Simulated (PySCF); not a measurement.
Species: C2HF2N.
Cartesian coordinates in Å at the GFN2-xTB level; atoms count from 1:
```xyz
6
C2HF2N angstrom
N      2.153   -0.019   -0.018
C      1.014    0.006   -0.011
C     -0.452    0.054   -0.001
F     -0.959   -0.588   -1.075
F     -0.943   -0.551    1.101
H     -0.810    1.100   -0.016
```

Closed-shell single points with PySCF (density fitting; grid level 2 and gas phase unless stated) on one GFN2-xTB geometry.

Problem. Rank these settings by the HOMO energy, lowest first.
A. LDA/6-311G**, grid level 4, energy threshold 1e-08 Eh
B. HSE06/6-31G*, start guess sap
C. PBE0/def2-SVPD

Solution. C (-10.87 eV), B (-10.05 eV), A (-9.12 eV).

Problem. Rank these settings by the HOMO–LUMO gap, lowest first.
A. HSE06/6-31G*, start guess sap
B. LDA/6-311G**, grid level 4, energy threshold 1e-08 Eh
C. PBE0/def2-SVPD

Solution. B (7.09 eV), A (9.33 eV), C (10.00 eV).

All figures of these runs:

| settings | basis functions | SCF cycles | E (Eh) | HOMO (eV) | LUMO (eV) | dipole (D) |
| --- | --- | --- | --- | --- | --- | --- |
| PBE0/def2-SVPD | 114 | 14 | -330.6346 | -10.87 | -0.87 | 2.39 |
| LDA/6-311G**, grid level 4, energy threshold 1e-08 Eh | 96 | 9 | -328.9052 | -9.12 | -2.03 | 2.33 |
| HSE06/6-31G*, start guess sap | 72 | 11 | -330.8866 | -10.05 | -0.72 | 2.33 |

Cycle counts include a coarse-grid stage where the run had one. All basis functions are spherical, in the Pople sets too.
